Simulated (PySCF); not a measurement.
# MSi for M along the third period

PBE with double-zeta basis sets in PySCF, for the lowest determinant that a PBE0 search found; no spin–orbit coupling. De refers to high-spin ground-configuration atoms. A positive dipole means M(−)Si(+).

```tsv
M	basis	state (unpaired electrons)	Re (Å)	ωe (cm⁻¹)	De (eV)	μ (D)
Na	def2-SVPD	quartet (σ ↑, π ↑↑)	2.721	245	1.48	-6.45
Mg	aug-cc-pVDZ/aug-cc-pV(D+d)Z	triplet (π ↑↑)	2.556	312	1.26	-3.34
Al	x2c-SVPall	quartet (σ ↑, π ↑↑)	2.436	370	2.75	-1.17
Si	def2-SVPD	triplet (π ↑↑)	2.297	484	3.56	n/a
P	def2-SVP	doublet (π ↑)	2.105	602	3.89	0.64
S	x2c-SVPall	singlet (closed shell)	1.962	726	6.43	1.36
Cl	def2-SVPD	doublet (π ↑)	2.119	499	4.53	0.99
```

The shortest bond is that of SiS (1.962 Å), the longest that of NaSi (2.721 Å). SiS is bound most strongly (6.43 eV) and MgSi least (1.26 eV).

The rows differ in basis set, which adds steps of its own.

The state changes along the series, so neighbouring rows are not always alike in their bonding.

States were picked by a PBE0 search and need not be the measured ground states.
